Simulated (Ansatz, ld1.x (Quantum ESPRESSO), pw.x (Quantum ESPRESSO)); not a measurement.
**pw.x on bcc Rb: one setting changed**

Potential: norm-conserving Troullier–Martins (Kleinman–Bylander form), ld1.x (Quantum ESPRESSO) 7.5, LDA (PW92); core [Kr], reference 5s1 5p0; waves: 5p (bound, empty): rc 4.10 bohr; 4d channel at 0.05 Ry: rc 4.15 bohr; 5s (bound): rc 4.20 bohr; local part: the s channel; core correction: Bessel-smoothed model core, default radius (core density twice the valence density).

The reference run (k-mesh 9³, cutoffs 50/200 Ry, Fermi–Dirac 0.01 Ry, mixing_beta 0.4, conv_thr 1e-9, no spin) gives -0.02 GPa at 77.907 Å³/atom, where all-electron LAPW gives -0.01 GPa. This run, with its own iteration cap, changes nosym to true.

```
&control
  calculation='scf', prefix='x', pseudo_dir='./', outdir='./tmp', tstress=.true., disk_io='none'
/
&system
  ibrav=0, nat=1, ntyp=1, ecutwfc=50, ecutrho=200, nbnd=7,
  occupations='smearing', smearing='fd', degauss=0.01, nosym=.true.
/
&electrons
  conv_thr=1e-09, mixing_beta=0.4, electron_maxstep=60
/
ATOMIC_SPECIES
Rb 1.0 Rb.UPF
CELL_PARAMETERS angstrom
  -2.69053614 2.69053614 2.69053614
  2.69053614 -2.69053614 2.69053614
  2.69053614 2.69053614 -2.69053614
ATOMIC_POSITIONS crystal
Rb 0.0000 0.0000 0.0000
K_POINTS automatic
9 9 9 0 0 0
```

```bash
pw.x < Rb.scf.in > Rb.scf.out
```

Question: How does the run end?

Answer: It converges in 6 iterations; the free energy moves by +0.0 meV/atom and the pressure by +0.00 GPa. The result is that of the reference run.

```
lattice parameter (alat)  =       8.8064  a.u.
     unit-cell volume          =     525.7425 (a.u.)^3
     number of electrons       =         1.00
     number of Kohn-Sham states=            7
     kinetic-energy cutoff     =      50.0000  Ry
     charge density cutoff     =     200.0000  Ry
     scf convergence threshold =      1.0E-09
     Exchange-correlation= PW
     number of k points=   365  Fermi-Dirac smearing, width (Ry)=  0.0100
     iteration #  1     ecut=    50.00 Ry     beta= 0.40
     c_bands:  1 eigenvalues not converged
     c_bands:  1 eigenvalues not converged
     c_bands:  1 eigenvalues not converged
     c_bands:  1 eigenvalues not converged
     c_bands:  1 eigenvalues not converged
     c_bands:  1 eigenvalues not converged
     total energy              =      -3.12835817 Ry
     estimated scf accuracy    <       0.00035178 Ry
     iteration #  2     ecut=    50.00 Ry     beta= 0.40
     total energy              =      -3.12836207 Ry
     estimated scf accuracy    <       0.00012756 Ry
     iteration #  3     ecut=    50.00 Ry     beta= 0.40
     total energy              =      -3.12836362 Ry
     estimated scf accuracy    <       0.00000003 Ry
     iteration #  4     ecut=    50.00 Ry     beta= 0.40
     [... 6 repeated lines left out ...]
     total energy              =      -3.12836373 Ry
     estimated scf accuracy    <          4.5E-09 Ry
     iteration #  5     ecut=    50.00 Ry     beta= 0.40
     [... 1 repeated lines left out ...]
     total energy              =      -3.12836373 Ry
     estimated scf accuracy    <          2.5E-09 Ry
     iteration #  6     ecut=    50.00 Ry     beta= 0.40
     the Fermi energy is    -0.3521 ev
!    total energy              =      -3.12836373 Ry
     estimated scf accuracy    <          1.5E-10 Ry
     smearing contrib. (-TS)   =      -0.00367086 Ry
     The total energy is F=E-TS. E is the sum of the following terms:
     one-electron contribution =       0.30001959 Ry
     hartree contribution      =       0.00161046 Ry
     xc contribution           =      -3.06843897 Ry
     ewald contribution        =      -0.35788396 Ry
     convergence has been achieved in   6 iterations
          total   stress  (Ry/bohr**3)                   (kbar)     P=       -0.22
     Message from routine punch:
     Nothing written, as per user request (disk_io='none')
```

The run took about 99 s on one core of a shared host (Neoverse-V1, 32 threads, 247 GiB, load 22).
